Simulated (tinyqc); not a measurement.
Ways to converge the cycle: SCF convergence aids in the sto-3g basis, for BH2+, spin multiplicity 1. Computed by the program tinyqc with PySCF. RHF with one setting changed at a time; a run stops when the energy changes by less than 1e-09 hartree and the error matrix is below 1e-5. The start is the Wolfsberg-Helmholz matrix. Damping d keeps d of the old density; a shift (hartree) raises the virtual levels; DIIS n extrapolates F over n matrices.

Geometry (angstrom):

| atom | x | y | z |
|---|---|---|---|
| B | 0.0000 | 0.0000 | 0.0000 |
| H | 0.0000 | 1.3080 | 0.7600 |
| H | 0.0000 | -1.2850 | 0.7460 |

lowest restricted solution found by these runs and by PySCF = -25.048511 hartree

Largest element of the error matrix X^T (FDS - SDF) X:

| iteration | plain | damping 0.3 | damping 0.6 | shift 0.4 | DIIS 3 | DIIS 8 |
|---|---|---|---|---|---|---|
| 1 | 2.5e-01 | 2.5e-01 | 2.5e-01 | 2.5e-01 | 2.5e-01 | 2.5e-01 |
| 2 | 7.8e-02 | 1.0e-01 | 1.6e-01 | 1.1e-01 | 7.8e-02 | 7.8e-02 |
| 3 | 3.3e-02 | 6.4e-02 | 1.1e-01 | 7.6e-02 | 2.5e-02 | 2.5e-02 |
| 4 | 1.3e-02 | 3.8e-02 | 7.9e-02 | 4.9e-02 | 2.7e-03 | 2.7e-03 |
| 5 | 5.2e-03 | 2.3e-02 | 6.2e-02 | 3.1e-02 | 4.1e-04 | 4.1e-04 |
| 6 | 2.1e-03 | 1.3e-02 | 4.8e-02 | 2.0e-02 | 1.6e-04 | 1.6e-04 |
| 8 | 3.4e-04 | 4.4e-03 | 2.8e-02 | 7.5e-03 | 1.3e-05 | 3.6e-06 |
| 10 | 6.4e-05 | 1.5e-03 | 1.7e-02 | 2.9e-03 | - | - |
| 14 | 9.0e-06 | 1.7e-04 | 5.5e-03 | 4.3e-04 | - | - |
| 20 | - | 1.2e-05 | 1.1e-03 | 4.0e-05 | - | - |
| 30 | - | - | 6.9e-05 | - | - | - |

How each run ends:

| run | iterations | E (hartree) | state |
|---|---|---|---|
| plain | 14 | -25.04851 | lowest found |
| damping 0.3 | 21 | -25.04851 | lowest found |
| damping 0.6 | 41 | -25.04851 | lowest found |
| shift 0.4 | 27 | -25.04851 | lowest found |
| DIIS 3 | 9 | -25.04851 | lowest found |
| DIIS 8 | 9 | -25.04851 | lowest found |

What does the comparison show, and why?

6 of 6 runs reach the lowest restricted solution found, in 9 to 41 iterations (fastest: DIIS 3, DIIS 8). Plain steps already contract here, so damping only slows them. DIIS 3 and DIIS 8 gain by cancelling the error over several earlier matrices, much as a quasi-Newton step does.
